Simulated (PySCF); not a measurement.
**CF₂ + H₂O → CO + 2 HF**

Level: PBE in the def2-TZVP basis family, all electrons, no relativity, computed in PySCF with density fitting; open shells unrestricted.

| species | state and structure | ZPE (kJ/mol) | H(298 K) − H(0) (kJ/mol) | S° (J/(mol K)) |
| --- | --- | --- | --- | --- |
| CF₂ | singlet, C2v, C–F 1.318 Å (×2); F–C–F 104.6° | 17.2 | 10.4 | 241.4 |
| H₂O | singlet, C2v, O–H 0.971 Å (×2); H–O–H 104.3° | 54.3 | 9.9 | 189.0 |
| CO | singlet, C∞v, C–O 1.136 Å | 12.7 | 8.7 | 197.7 |
| HF | singlet, C∞v, H–F 0.932 Å | 23.8 | 8.7 | 173.9 |

(1) Is the gas-phase reaction uphill or downhill in electronic energy at this level, and by how much?

(2) Add zero-point, thermal and entropy terms for 298.15 K and 1 bar.

## Answers

(1) At PBE/def2-TZVP, ΔE = -169.0 kJ/mol, downhill. Hydrolysis steps of this kind drive oxide growth by atomic layer deposition.

(2) ΔZPE = -11.2 and Δ[H(298) − H(0)] = 5.8 kJ/mol give ΔH° = -174.4 kJ/mol. ΔS° = 115.1 J/(mol K), so ΔG° = -174.4 − 298.15 × (0.1151) = -209 kJ/mol.

The structures come from searches over a few start shapes, so lower isomers are not excluded.
